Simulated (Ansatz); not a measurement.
Geometry optimisation, RKS PBE-D4/6-31G* (Ansatz).

Input file:

```yaml
crystal:
  periodic: [false, false, false]
  atoms:
    - { symbol: Si, position_ang: [0.0, 0.0, 0.0] }
    - { symbol: H, position_ang: [0.0, 0.0, 1.46] }
    - { symbol: O, position_ang: [1.5842, 0.0, -0.5594] }
    - { symbol: C, position_ang: [2.3503, -1.1632, -0.836] }
    - { symbol: H, position_ang: [1.7187, -1.9052, -1.3675] }
    - { symbol: H, position_ang: [3.2179, -0.8926, -1.4733] }
    - { symbol: H, position_ang: [2.7141, -1.6023, 0.1163] }
    - { symbol: H, position_ang: [-0.6877, 1.1914, -0.4862] }
    - { symbol: H, position_ang: [-0.6877, -1.1914, -0.4862] }
basis:
  gaussian: { orbitals: "6-31G*" }
hamiltonian:
  xc: pbe
  dispersion: d4
relax:
  f_tol: 0.02
  max_steps: 40
```

Run as:

```bash
$ ansatz run input.yaml --threads 1 --pin off --max-ram 2048MiB --backend cpu --events-out ev --progress --plain --runs-dir out
```

Problem. Where does it end, and by what steps?

Solution. It converged. After 6 steps the energy has fallen by 0.116 eV; O3 moved furthest, 0.32 Å.

| step | energy less start (eV) | largest force component (eV/Å) | accepted |
| --- | --- | --- | --- |
| 0 | 0.0000 | 1.242 | yes |
| 1 | -0.0806 | 0.387 | yes |
| 2 | -0.0953 | 0.066 | yes |
| 3 | -0.1113 | 0.139 | yes |
| 4 | -0.1119 | 0.278 | yes |
| 5 | -0.1160 | 0.023 | yes |
| 6 | -0.1161 | 0.007 | yes |

```xyz
9
Properties=species:S:1:pos:R:3
Si 0.013 -0.025 -0.064
H 0.191 -0.240 1.416
O 1.482 0.006 -0.868
C 2.326 -1.143 -0.810
H 1.831 -2.041 -1.231
H 3.227 -0.930 -1.409
H 2.641 -1.371 0.228
H -0.622 1.305 -0.314
H -0.880 -1.124 -0.580
```

Whether the end is a true minimum wasn't checked by a vibrational analysis.

Time of the run: 13 s on 1 thread of Arm Neoverse V2, with other jobs on the host, peak memory 0.12 GiB.
